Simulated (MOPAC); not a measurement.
MOPAC input (PM3):

```
PM3 FORCE THERMO(298,298) PRECISE LET CHARGE=-1 GEO-OK AUX(PRECISION=9) THREADS=1
C3H2N

C    -0.28204752 1   -1.66432824 1    0.02126651 1
C     0.52073811 1   -0.60295334 1   -0.00057790 1
C    -0.01960155 1    0.70903068 1   -0.00720163 1
H     0.22748599 1   -2.63249528 1    0.02468133 1
H     1.62078325 1   -0.59048812 1   -0.01533527 1
N    -0.44173552 1    1.79820663 1   -0.01305212 1
```

From the last part of the output:

```
     N    6   0.232557   1.100166  19.336827   0.055654   0.045790  20.257245

          HEAT OF FORMATION =      71.255868 KCALS/MOLE

          ZERO POINT ENERGY      22.918 KCAL/MOL

           NORMAL COORDINATE ANALYSIS (Total motion = 1 Angstrom)

   Root No.       1         2         3         4         5         6         7         8

                 1 A'      1 A"      2 A'      2 A"      3 A'      3 A"      4 A'      5 A'

                 259.9     376.7     636.6     720.1     843.0     909.4    1074.4    1218.8

   x  C    1   -0.0533   -0.0000   -0.0973    0.0000   -0.0047   -0.0000    0.0220    0.0832
   y  C    1   -0.1468    0.0000   -0.0641   -0.0000    0.0838    0.0000   -0.0000   -0.0435
   z  C    1    0.0000    0.0040   -0.0000   -0.0146   -0.0000    0.0651   -0.0000    0.0000
   x  C    2   -0.0557   -0.0000   -0.0781    0.0000    0.0339    0.0000   -0.0078    0.0276
   y  C    2    0.0898    0.0000    0.0769   -0.0000    0.0334   -0.0000    0.0939    0.1428
   z  C    2   -0.0000    0.0058    0.0000   -0.1222   -0.0000   -0.0622   -0.0000   -0.0000
   x  C    3   -0.0764   -0.0000    0.2080   -0.0000   -0.0469    0.0000    0.0132   -0.0214
   y  C    3    0.1017    0.0000   -0.0801    0.0000   -0.0288   -0.0000   -0.0637   -0.0239
   z  C    3   -0.0000    0.1695    0.0000    0.1134    0.0000   -0.0090    0.0000    0.0000
   x  H    4    0.1488    0.0000    0.1992   -0.0000    0.6509    0.0000   -0.1027   -0.1515
   y  H    4   -0.2433   -0.0000   -0.2159    0.0000   -0.2587   -0.0000    0.0730    0.0859
   z  H    4    0.0000   -0.3986    0.0000    0.4465    0.0000   -0.4169   -0.0000   -0.0000
   x  H    5    0.0542    0.0000   -0.1775   -0.0000   -0.0465   -0.0000    0.4346   -0.4369
   y  H    5    0.1691   -0.0000   -0.0080    0.0000   -0.0196    0.0000    0.4341   -0.2212
   z  H    5   -0.0000   -0.3200    0.0000    0.2717   -0.0000    0.4434   -0.0000    0.0000
   x  N    6    0.1444    0.0000   -0.0294    0.0000   -0.0284   -0.0000   -0.0474   -0.0343
   y  N    6   -0.0330   -0.0000    0.0738   -0.0000   -0.0558    0.0000   -0.0624   -0.0550
   z  N    6    0.0000   -0.1021   -0.0000   -0.0316    0.0000    0.0034    0.0000    0.0000

   Root No.       9        10        11        12

                 6 A'      7 A'      8 A'      9 A'

                1665.6    2390.0    2945.8    2991.0

   x  C    1   -0.2448   -0.0252    0.0168   -0.0303
   y  C    1   -0.0098   -0.0002    0.0238   -0.0427
   z  C    1    0.0000   -0.0000   -0.0000    0.0000
   x  C    2    0.2810   -0.0175    0.0252    0.0258
   y  C    2    0.0554   -0.0617   -0.0372   -0.0226
   z  C    2   -0.0000   -0.0000    0.0000    0.0000
   x  C    3   -0.0097    0.2511    0.0011    0.0007
   y  C    3   -0.0083    0.4098    0.0007    0.0005
   z  C    3   -0.0000   -0.0000    0.0000   -0.0000
   x  H    4   -0.2851    0.0098   -0.1594    0.2572
   y  H    4   -0.0879   -0.0239   -0.3047    0.5113
   z  H    4    0.0000   -0.0000    0.0000   -0.0000
   x  H    5    0.0737    0.0063   -0.3543   -0.2102
   y  H    5   -0.1176   -0.0608    0.4599    0.2668
   z  H    5    0.0000   -0.0000   -0.0000   -0.0000
   x  N    6   -0.0075   -0.1799   -0.0000   -0.0002
   y  N    6   -0.0171   -0.2923   -0.0002   -0.0005
   z  N    6    0.0000    0.0000    0.0000   -0.0000

           MASS-WEIGHTED COORDINATE ANALYSIS (NORMAL COORDINATES)

   Root No.       1         2         3         4         5         6         7         8

                 1 A'      1 A"      2 A'      2 A"      3 A'      3 A"      4 A'      5 A'

                 259.9     376.7     636.6     720.1     843.0     909.4    1074.4    1218.8

   x  C    1   -0.1811   -0.0000   -0.3200    0.0000   -0.0194   -0.0000    0.0949    0.3438
   y  C    1   -0.4982    0.0000   -0.2107   -0.0000    0.3472    0.0000   -0.0001   -0.1796
   z  C    1    0.0000    0.0159   -0.0000   -0.0639   -0.0000    0.3285   -0.0000    0.0000
   x  C    2   -0.1890   -0.0000   -0.2568    0.0000    0.1404    0.0000   -0.0338    0.1140
   y  C    2    0.3049    0.0000    0.2529   -0.0000    0.1383   -0.0000    0.4051    0.5901
   z  C    2   -0.0000    0.0231    0.0000   -0.5355   -0.0000   -0.3140   -0.0000   -0.0000
   x  C    3   -0.2594   -0.0000    0.6836   -0.0000   -0.1941    0.0000    0.0571   -0.0884
   y  C    3    0.3451    0.0000   -0.2635    0.0000   -0.1192   -0.0000   -0.2747   -0.0987
   z  C    3   -0.0000    0.6762    0.0000    0.4969    0.0000   -0.0456    0.0000    0.0000
   x  H    4    0.1463    0.0000    0.1897   -0.0000    0.7809    0.0000   -0.1284   -0.1814
   y  H    4   -0.2392   -0.0000   -0.2056    0.0000   -0.3104   -0.0000    0.0912    0.1029
   z  H    4    0.0000   -0.4605    0.0000    0.5666    0.0000   -0.6092   -0.0000   -0.0000
   x  H    5    0.0533    0.0000   -0.1691   -0.0000   -0.0558   -0.0000    0.5430   -0.5230
   y  H    5    0.1662   -0.0000   -0.0076    0.0000   -0.0236    0.0000    0.5424   -0.2648
   z  H    5   -0.0000   -0.3697    0.0000    0.3448   -0.0000    0.6480   -0.0000    0.0000
   x  N    6    0.5294    0.0000   -0.1045    0.0000   -0.1269   -0.0000   -0.2206   -0.1531
   y  N    6   -0.1209   -0.0000    0.2621   -0.0000   -0.2496    0.0000   -0.2906   -0.2453
   z  N    6    0.0000   -0.4395   -0.0000   -0.1496    0.0000    0.0185    0.0000    0.0000

   Root No.       9        10        11        12

                 6 A'      7 A'      8 A'      9 A'

                1665.6    2390.0    2945.8    2991.0

   x  C    1   -0.6285   -0.0412    0.0828   -0.1497
   y  C    1   -0.0252   -0.0002    0.1173   -0.2105
   z  C    1    0.0000   -0.0000   -0.0000    0.0000
   x  C    2    0.7215   -0.0286    0.1244    0.1275
   y  C    2    0.1421   -0.1009   -0.1837   -0.1114
   z  C    2   -0.0000   -0.0000    0.0000    0.0000
   x  C    3   -0.0249    0.4108    0.0056    0.0036
   y  C    3   -0.0214    0.6706    0.0033    0.0024
   z  C    3   -0.0000   -0.0000    0.0000   -0.0000
   x  H    4   -0.2120    0.0047   -0.2279    0.3675
   y  H    4   -0.0654   -0.0114   -0.4355    0.7307
   z  H    4    0.0000   -0.0000    0.0000   -0.0000
   x  H    5    0.0548    0.0030   -0.5064   -0.3003
   y  H    5   -0.0875   -0.0288    0.6573    0.3813
   z  H    5    0.0000   -0.0000   -0.0000   -0.0000
   x  N    6   -0.0209   -0.3179   -0.0000   -0.0008
   y  N    6   -0.0475   -0.5165   -0.0010   -0.0025
   z  N    6    0.0000    0.0000    0.0000   -0.0000

          DESCRIPTION OF VIBRATIONS

 VIBRATION          1    1A'         ATOM PAIR     ENERGY CONTRIBUTION    RADIAL
 FREQUENCY           259.91         C 1 -- C 2         +42.0% (238.6%)      0.0%
 TRANSITION DIPOLE   0.7316         C 2 -- C 3         +23.4% (178.3%)      0.0%
 TRAVEL (Ang.)       0.3050         C 2 -- H 5         +13.8% (136.8%)     85.4%
 REDUCED MASS        2.7893         C 3 -- N 6         +12.8% (131.9%)      0.0%
 EFFECTIVE MASS     38.6294
 FORCE CONSTANT      0.1110

 VIBRATION          2    1A"         ATOM PAIR     ENERGY CONTRIBUTION    RADIAL
 FREQUENCY           376.66         C 3 -- N 6         +36.0% (101.0%)      0.0%
 TRANSITION DIPOLE   0.2050         C 1 -- H 4         +27.2% ( 87.9%)      0.0%
 TRAVEL (Ang.)       0.2404         C 2 -- C 3         +21.2% ( 77.5%)      0.0%
 REDUCED MASS        3.0982         C 2 -- H 5         +15.7% ( 66.8%)      0.0%
 EFFECTIVE MASS     10.5973
 FORCE CONSTANT      0.2590

 VIBRATION          3    2A'         ATOM PAIR     ENERGY CONTRIBUTION    RADIAL
 FREQUENCY           636.59         C 2 -- C 3         +38.5% (105.6%)      0.1%
 TRANSITION DIPOLE   1.0792         C 1 -- C 2         +18.3% ( 72.8%)      1.8%
 TRAVEL (Ang.)       0.1624         C 3 -- N 6         +16.6% ( 69.3%)      0.1%
 REDUCED MASS        4.0179         C 1 -- H 4         +13.8% ( 63.3%)     18.8%
 EFFECTIVE MASS     13.5949         C 2 -- H 5         +12.8% ( 60.8%)     89.2%
 FORCE CONSTANT      0.9594

 VIBRATION          4    2A"         ATOM PAIR     ENERGY CONTRIBUTION    RADIAL
 FREQUENCY           720.15         C 2 -- H 5         +31.0% ( 64.4%)      0.0%
 TRANSITION DIPOLE   0.9268         C 2 -- C 3         +26.0% ( 58.9%)      0.0%
 TRAVEL (Ang.)       0.2253         C 1 -- H 4         +25.3% ( 58.2%)      0.0%
 REDUCED MASS        1.8452         C 1 -- C 2          +8.9% ( 34.5%)      0.0%
 EFFECTIVE MASS      6.1103
 FORCE CONSTANT      0.5638

 VIBRATION          5    3A'         ATOM PAIR     ENERGY CONTRIBUTION    RADIAL
 FREQUENCY           843.00         C 1 -- H 4         +56.1% ( 96.3%)      6.1%
 TRANSITION DIPOLE   0.3174         C 2 -- C 3         +22.7% ( 61.3%)     86.1%
 TRAVEL (Ang.)       0.3133         C 1 -- C 2         +10.2% ( 41.0%)     36.9%
 REDUCED MASS        0.8150         C 2 -- H 5          +6.0% ( 31.5%)      0.1%
 EFFECTIVE MASS      4.7718
```

The dipole moment of an ion depends on the origin.
